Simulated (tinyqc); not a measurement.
Inside a calculation (part 2 of 2). Method: ROHF in the sto-6g basis, for CH2, spin multiplicity 3. Computed by tinyqc, a small Python program that keeps every step (integrals from PySCF). Command: `OMP_NUM_THREADS=1 python tinyqc.py 28294 28295 out.jsonl` (the two numbers bound the seeds that draw the settings). One thread of a shared host (Intel(R) Xeon(R) Processor @ 2.60GHz), about 0.1 s of CPU time with the checks.

Geometry (angstrom):
```
atom        x         y        z
C     0.00000   0.00000  0.00000
H     0.00000   1.11000  0.58000
H     0.00000  -1.11000  0.58000
```

## Iteration 2: building the Fock matrix

D(alpha) after iteration 1:
```
           1C 1s     1C 2s   1C 2px    1C 2py    1C 2pz     2H 1s     3H 1s
1C 1s    1.06617  -0.28703  0.00000   0.00000   0.04232   0.03634   0.03634
1C 2s   -0.28703   1.30102  0.00000   0.00000  -0.25857  -0.29998  -0.29998
1C 2px   0.00000   0.00000  1.00000   0.00000   0.00000   0.00000   0.00000
1C 2py   0.00000   0.00000  0.00000   0.23682   0.00000   0.23426  -0.23426
1C 2pz   0.04232  -0.25857  0.00000   0.00000   0.21746   0.28545   0.28545
2H 1s    0.03634  -0.29998  0.00000   0.23426   0.28545   0.60809   0.14464
3H 1s    0.03634  -0.29998  0.00000  -0.23426   0.28545   0.14464   0.60809
```

D(beta) after iteration 1:
```
           1C 1s     1C 2s   1C 2px    1C 2py    1C 2pz     2H 1s     3H 1s
1C 1s    1.02923  -0.10709  0.00000   0.00000  -0.03817  -0.06597  -0.06597
1C 2s   -0.10709   0.42446  0.00000   0.00000   0.13356   0.19840   0.19840
1C 2px   0.00000   0.00000  0.00000   0.00000   0.00000   0.00000   0.00000
1C 2py   0.00000   0.00000  0.00000   0.23682   0.00000   0.23426  -0.23426
1C 2pz  -0.03817   0.13356  0.00000   0.00000   0.04204   0.06250   0.06250
2H 1s   -0.06597   0.19840  0.00000   0.23426   0.06250   0.32472  -0.13873
3H 1s   -0.06597   0.19840  0.00000  -0.23426   0.06250  -0.13873   0.32472
```

core Hamiltonian H = T + V (hartree):
```
            1C 1s     1C 2s    1C 2px    1C 2py    1C 2pz     2H 1s     3H 1s
1C 1s   -18.78438  -4.31676   0.00000   0.00000  -0.01254  -0.79714  -0.79714
1C 2s    -4.31676  -5.50149   0.00000   0.00000  -0.12935  -1.90977  -1.90977
1C 2px    0.00000   0.00000  -4.45050   0.00000   0.00000   0.00000   0.00000
1C 2py    0.00000   0.00000   0.00000  -4.60116   0.00000  -1.48103   1.48103
1C 2pz   -0.01254  -0.12935   0.00000   0.00000  -4.49163  -0.79747  -0.79747
2H 1s    -0.79714  -1.90977   0.00000  -1.48103  -0.79747  -3.21636  -0.38543
3H 1s    -0.79714  -1.90977   0.00000   1.48103  -0.79747  -0.38543  -3.21636
```

nuclear repulsion = 5.3087435 hartree

Given earlier and not repeated: Two-electron integrals (ij|kl) in chemists' order.

J_ij = sum D_kl (ij|kl) with D = D(alpha) + D(beta), K_ij = sum D_kl (ik|jl) for each spin; F = H + J - K(s); E = tr D H + tr D J / 2 - 0.5 sum_s tr D(s) K(s) + E_nn.

Coulomb J (hartree):
```
           1C 1s    1C 2s   1C 2px    1C 2py   1C 2pz    2H 1s     3H 1s
1C 1s   11.14493  2.00962  0.00000   0.00000  0.01558  0.37894   0.37894
1C 2s    2.00962  4.90832  0.00000   0.00000  0.14137  1.70859   1.70859
1C 2px   0.00000  0.00000  4.87986   0.00000  0.00000  0.00000   0.00000
1C 2py   0.00000  0.00000  0.00000   4.97849  0.00000  1.45558  -1.45558
1C 2pz   0.01558  0.14137  0.00000   0.00000  4.86662  0.78702   0.78702
2H 1s    0.37894  1.70859  0.00000   1.45558  0.78702  3.48605   0.33104
3H 1s    0.37894  1.70859  0.00000  -1.45558  0.78702  0.33104   3.48605
```

exchange K(alpha) (hartree):
```
          1C 1s     1C 2s   1C 2px    1C 2py    1C 2pz    2H 1s     3H 1s
1C 1s   3.63521   0.58183  0.00000   0.00000   0.00249  0.11715   0.11715
1C 2s   0.58183   0.95535  0.00000   0.00000  -0.02895  0.36968   0.36968
1C 2px  0.00000   0.00000  0.86204   0.00000   0.00000  0.00000   0.00000
1C 2py  0.00000   0.00000  0.00000   0.62460   0.00000  0.32796  -0.32796
1C 2pz  0.00249  -0.02895  0.00000   0.00000   0.49902  0.19832   0.19832
2H 1s   0.11715   0.36968  0.00000   0.32796   0.19832  0.67305   0.07874
3H 1s   0.11715   0.36968  0.00000  -0.32796   0.19832  0.07874   0.67305
```

exchange K(beta) (hartree):
```
          1C 1s    1C 2s   1C 2px    1C 2py   1C 2pz    2H 1s     3H 1s
1C 1s   3.57281  0.54760  0.00000   0.00000  0.00258  0.10783   0.10783
1C 2s   0.54760  0.60049  0.00000   0.00000  0.19856  0.34623   0.34623
1C 2px  0.00000  0.00000  0.12150   0.00000  0.00000  0.00000   0.00000
1C 2py  0.00000  0.00000  0.00000   0.53968  0.00000  0.30823  -0.30823
1C 2pz  0.00258  0.19856  0.00000   0.00000  0.19195  0.15300   0.15300
2H 1s   0.10783  0.34623  0.00000   0.30823  0.15300  0.55480   0.05111
3H 1s   0.10783  0.34623  0.00000  -0.30823  0.15300  0.05111   0.55480
```

F(alpha) (hartree):
```
            1C 1s     1C 2s    1C 2px    1C 2py    1C 2pz     2H 1s     3H 1s
1C 1s   -11.27466  -2.88897   0.00000   0.00000   0.00055  -0.53535  -0.53535
1C 2s    -2.88897  -1.54851   0.00000   0.00000   0.04097  -0.57085  -0.57085
1C 2px    0.00000   0.00000  -0.43268   0.00000   0.00000   0.00000   0.00000
1C 2py    0.00000   0.00000   0.00000  -0.24726   0.00000  -0.35341   0.35341
1C 2pz    0.00055   0.04097   0.00000   0.00000  -0.12404  -0.20877  -0.20877
2H 1s    -0.53535  -0.57085   0.00000  -0.35341  -0.20877  -0.40336  -0.13313
3H 1s    -0.53535  -0.57085   0.00000   0.35341  -0.20877  -0.13313  -0.40336
```

F(beta) (hartree):
```
            1C 1s     1C 2s   1C 2px    1C 2py    1C 2pz     2H 1s     3H 1s
1C 1s   -11.21226  -2.85474  0.00000   0.00000   0.00046  -0.52603  -0.52603
1C 2s    -2.85474  -1.19366  0.00000   0.00000  -0.18653  -0.54741  -0.54741
1C 2px    0.00000   0.00000  0.30787   0.00000   0.00000   0.00000   0.00000
1C 2py    0.00000   0.00000  0.00000  -0.16234   0.00000  -0.33368   0.33368
1C 2pz    0.00046  -0.18653  0.00000   0.00000   0.18304  -0.16345  -0.16345
2H 1s    -0.52603  -0.54741  0.00000  -0.33368  -0.16345  -0.28511  -0.10550
3H 1s    -0.52603  -0.54741  0.00000   0.33368  -0.16345  -0.10550  -0.28511
```

total energy of this density = -38.6726445 hartree

## Iteration 2: Roothaan effective Fock matrix

overlap S:
```
          1C 1s    1C 2s   1C 2px    1C 2py   1C 2pz    2H 1s     3H 1s
1C 1s   1.00000  0.24323  0.00000   0.00000  0.00000  0.04456   0.04456
1C 2s   0.24323  1.00000  0.00000   0.00000  0.00000  0.40240   0.40240
1C 2px  0.00000  0.00000  1.00000   0.00000  0.00000  0.00000   0.00000
1C 2py  0.00000  0.00000  0.00000   1.00000  0.00000  0.36131  -0.36131
1C 2pz  0.00000  0.00000  0.00000   0.00000  1.00000  0.18879   0.18879
2H 1s   0.04456  0.40240  0.00000   0.36131  0.18879  1.00000   0.08379
3H 1s   0.04456  0.40240  0.00000  -0.36131  0.18879  0.08379   1.00000
```

With projectors Pc = D(beta) S, Po = (D(alpha) - D(beta)) S, Pv = 1 - D(alpha) S, the block xy is Px^T F Py; with Fc = (F(alpha) + F(beta))/2, the blocks are Fc for cc, oo, vv and cv, F(beta) for co and F(alpha) for ov.

effective F (hartree):
```
            1C 1s     1C 2s    1C 2px    1C 2py    1C 2pz     2H 1s     3H 1s
1C 1s   -11.24366  -2.86869   0.00000   0.00000  -0.00523  -0.53347  -0.53347
1C 2s    -2.86869  -1.31764   0.00000   0.00000  -0.08741  -0.56139  -0.56139
1C 2px    0.00000   0.00000  -0.06240   0.00000   0.00000   0.00000   0.00000
1C 2py    0.00000   0.00000   0.00000  -0.20480   0.00000  -0.34355   0.34355
1C 2pz   -0.00523  -0.08741   0.00000   0.00000  -0.02775  -0.21879  -0.21879
2H 1s    -0.53347  -0.56139   0.00000  -0.34355  -0.21879  -0.36225  -0.13732
3H 1s    -0.53347  -0.56139   0.00000   0.34355  -0.21879  -0.13732  -0.36225
```

## Iteration 2: diagonalisation and new density

X:
```
           1C 1s     1C 2s   1C 2px    1C 2py    1C 2pz     2H 1s     3H 1s
1C 1s    1.02515  -0.14288  0.00000   0.00000  -0.00755   0.02099   0.02099
1C 2s   -0.14288   1.18856  0.00000   0.00000   0.07583  -0.25646  -0.25646
1C 2px   0.00000   0.00000  1.00000   0.00000   0.00000   0.00000   0.00000
1C 2py   0.00000   0.00000  0.00000   1.13393   0.00000  -0.23742   0.23742
1C 2pz  -0.00755   0.07583  0.00000   0.00000   1.03477  -0.11804  -0.11804
2H 1s    0.02099  -0.25646  0.00000  -0.23742  -0.11804   1.16561  -0.02338
3H 1s    0.02099  -0.25646  0.00000   0.23742  -0.11804  -0.02338   1.16561
```

Diagonalise F' = X^T F X, C = X C', fill 5 alpha and 3 beta electrons from the bottom; D(s) = C_occ C_occ^T. Each column has its largest component positive (the first on a tie).

F' = X^T F X (hartree):
```
           1         2         3         4         5         6         7
1  -11.04251  -1.46356   0.00000   0.00000  -0.01598  -0.06491  -0.06491
2   -1.46356  -0.57482   0.00000   0.00000   0.06563  -0.35624  -0.35624
3    0.00000   0.00000  -0.06240   0.00000   0.00000   0.00000   0.00000
4    0.00000   0.00000   0.00000   0.08127   0.00000  -0.38328   0.38328
5   -0.01598   0.06563   0.00000   0.00000   0.06289  -0.22818  -0.22818
6   -0.06491  -0.35624   0.00000  -0.38328  -0.22818  -0.00653  -0.05339
7   -0.06491  -0.35624   0.00000   0.38328  -0.22818  -0.05339  -0.00653
```

orbital energies (hartree): MO1 -11.24558, MO2 -0.75257, MO3 -0.47825, MO4 -0.12262, MO5 -0.06240, MO6 0.50642, MO7 0.60638

coefficients C:
```
             MO1       MO2       MO3       MO4      MO5       MO6       MO7
1C 1s    0.99636  -0.20702   0.00000   0.13433  0.00000  -0.13660   0.00000
1C 2s    0.01563   0.70322   0.00000  -0.64651  0.00000   0.81095   0.00000
1C 2px   0.00000   0.00000   0.00000   0.00000  1.00000   0.00000   0.00000
1C 2py   0.00000   0.00000   0.54783   0.00000  0.00000   0.00000   1.04805
1C 2pz   0.00153   0.14312   0.00000   0.73034  0.00000   0.74199   0.00000
2H 1s   -0.00279   0.28254   0.43865   0.31970  0.00000  -0.74192  -0.75552
3H 1s   -0.00279   0.28254  -0.43865   0.31970  0.00000  -0.74192   0.75552
```

D(alpha) after iteration 2:
```
           1C 1s     1C 2s   1C 2px    1C 2py    1C 2pz     2H 1s     3H 1s
1C 1s    1.05363  -0.21685  0.00000   0.00000   0.07001  -0.01832  -0.01832
1C 2s   -0.21685   0.91274  0.00000   0.00000  -0.37150  -0.00804  -0.00804
1C 2px   0.00000   0.00000  1.00000   0.00000   0.00000   0.00000   0.00000
1C 2py   0.00000   0.00000  0.00000   0.30012   0.00000   0.24031  -0.24031
1C 2pz   0.07001  -0.37150  0.00000   0.00000   0.55388   0.27392   0.27392
2H 1s   -0.01832  -0.00804  0.00000   0.24031   0.27392   0.37446  -0.01037
3H 1s   -0.01832  -0.00804  0.00000  -0.24031   0.27392  -0.01037   0.37446
```

D(beta) after iteration 2:
```
           1C 1s     1C 2s   1C 2px    1C 2py    1C 2pz     2H 1s     3H 1s
1C 1s    1.03559  -0.13000  0.00000   0.00000  -0.02810  -0.06127  -0.06127
1C 2s   -0.13000   0.49477  0.00000   0.00000   0.10067   0.19865   0.19865
1C 2px   0.00000   0.00000  0.00000   0.00000   0.00000   0.00000   0.00000
1C 2py   0.00000   0.00000  0.00000   0.30012   0.00000   0.24031  -0.24031
1C 2pz  -0.02810   0.10067  0.00000   0.00000   0.02048   0.04043   0.04043
2H 1s   -0.06127   0.19865  0.00000   0.24031   0.04043   0.27225  -0.11258
3H 1s   -0.06127   0.19865  0.00000  -0.24031   0.04043  -0.11258   0.27225
```

## Iteration 9 (converged): orbitals

converged F (hartree):
```
            1C 1s     1C 2s   1C 2px    1C 2py    1C 2pz     2H 1s     3H 1s
1C 1s   -11.11305  -2.84348  0.00000   0.00000  -0.01651  -0.52908  -0.52908
1C 2s    -2.84348  -1.24771  0.00000   0.00000  -0.12499  -0.55954  -0.55954
1C 2px    0.00000   0.00000  0.01068   0.00000   0.00000   0.00000   0.00000
1C 2py    0.00000   0.00000  0.00000  -0.16238   0.00000  -0.34367   0.34367
1C 2pz   -0.01651  -0.12499  0.00000   0.00000  -0.04142  -0.21652  -0.21652
2H 1s    -0.52908  -0.55954  0.00000  -0.34367  -0.21652  -0.35821  -0.12686
3H 1s    -0.52908  -0.55954  0.00000   0.34367  -0.21652  -0.12686  -0.35821
```

As before.

F' = X^T F X (hartree):
```
           1         2        3         4         5         6         7
1  -10.91075  -1.46573  0.00000   0.00000  -0.02300  -0.06044  -0.06044
2   -1.46573  -0.48841  0.00000   0.00000   0.02495  -0.37241  -0.37241
3    0.00000   0.00000  0.01068   0.00000   0.00000   0.00000   0.00000
4    0.00000   0.00000  0.00000   0.13522   0.00000  -0.39307   0.39307
5   -0.02300   0.02495  0.00000   0.00000   0.04216  -0.21674  -0.21674
6   -0.06044  -0.37241  0.00000  -0.39307  -0.21674   0.00134  -0.04136
7   -0.06044  -0.37241  0.00000   0.39307  -0.21674  -0.04136   0.00134
```

orbital energies (hartree): MO1 -11.11523, MO2 -0.72644, MO3 -0.46884, MO4 -0.06734, MO5 0.01068, MO6 0.51199, MO7 0.64676

coefficients C:
```
             MO1       MO2       MO3       MO4      MO5       MO6       MO7
1C 1s    0.99612  -0.19847   0.00000   0.13332  0.00000  -0.15120   0.00000
1C 2s    0.01669   0.65832   0.00000  -0.61189  0.00000   0.87310   0.00000
1C 2px   0.00000   0.00000   0.00000   0.00000  1.00000   0.00000   0.00000
1C 2py   0.00000   0.00000   0.52077   0.00000  0.00000   0.00000   1.06176
1C 2pz   0.00275   0.18596   0.00000   0.78498  0.00000   0.67354   0.00000
2H 1s   -0.00318   0.30473   0.45789   0.23216  0.00000  -0.76532  -0.74401
3H 1s   -0.00318   0.30473  -0.45789   0.23216  0.00000  -0.76532   0.74401
```

D(alpha) after iteration 9:
```
           1C 1s     1C 2s   1C 2px    1C 2py    1C 2pz     2H 1s     3H 1s
1C 1s    1.04943  -0.19561  0.00000   0.00000   0.07049  -0.03270  -0.03270
1C 2s   -0.19561   0.80807  0.00000   0.00000  -0.35785   0.05850   0.05850
1C 2px   0.00000   0.00000  1.00000   0.00000   0.00000   0.00000   0.00000
1C 2py   0.00000   0.00000  0.00000   0.27120   0.00000   0.23845  -0.23845
1C 2pz   0.07049  -0.35785  0.00000   0.00000   0.65078   0.23890   0.23890
2H 1s   -0.03270   0.05850  0.00000   0.23845   0.23890   0.35643  -0.06289
3H 1s   -0.03270   0.05850  0.00000  -0.23845   0.23890  -0.06289   0.35643
```

D(beta) after iteration 9:
```
           1C 1s     1C 2s   1C 2px    1C 2py    1C 2pz     2H 1s     3H 1s
1C 1s    1.03165  -0.11403  0.00000   0.00000  -0.03416  -0.06365  -0.06365
1C 2s   -0.11403   0.43367  0.00000   0.00000   0.12247   0.20056   0.20056
1C 2px   0.00000   0.00000  0.00000   0.00000   0.00000   0.00000   0.00000
1C 2py   0.00000   0.00000  0.00000   0.27120   0.00000   0.23845  -0.23845
1C 2pz  -0.03416   0.12247  0.00000   0.00000   0.03459   0.05666   0.05666
2H 1s   -0.06365   0.20056  0.00000   0.23845   0.05666   0.30253  -0.11679
3H 1s   -0.06365   0.20056  0.00000  -0.23845   0.05666  -0.11679   0.30253
```

## Convergence

Stop when the energy changes by less than 1e-09 hartree and every element of the error matrix X^T (F D S - S D F) X is below 9e-06.

Course of the cycle:
```
iteration  E (hartree)     change  largest element of the error matrix
1          -37.2973614          -                             5.76e-01
2          -38.6726445  -1.38e+00                             1.81e-01
3          -38.7656553  -9.30e-02                             3.45e-02
4          -38.7725296  -6.87e-03                             1.05e-02
5          -38.7731095  -5.80e-04                             1.52e-03
6          -38.7731127  -3.25e-06                             4.19e-04
7          -38.7731133  -5.66e-07                             3.61e-05
8          -38.7731133  -7.37e-09                             3.82e-06
9          -38.7731133  -4.92e-11                             1.13e-07
```

PySCF ROHF in the same basis = -38.7731133 hartree

Converged in 9 iterations.

## Populations, bond orders and dipole

Mulliken: Z minus the diagonal of D S on the atom; Loewdin: the same with S^(1/2) D S^(1/2); Mayer order: 2 sum_s sum (D(s) S)_ij (D(s) S)_ji over the two atoms.

Charges (e):
```
atom  Mulliken   Loewdin  Mulliken spin
1C    -0.05607  -0.02482        1.92593
2H     0.02804   0.01241        0.03703
3H     0.02804   0.01241        0.03703
```

Mayer bond orders:
```
pair    order
2-1   0.97658
3-1   0.97658
3-2   0.02126
```

dipole moment about the origin, x y z (debye): 0.00000  0.00000  0.22567
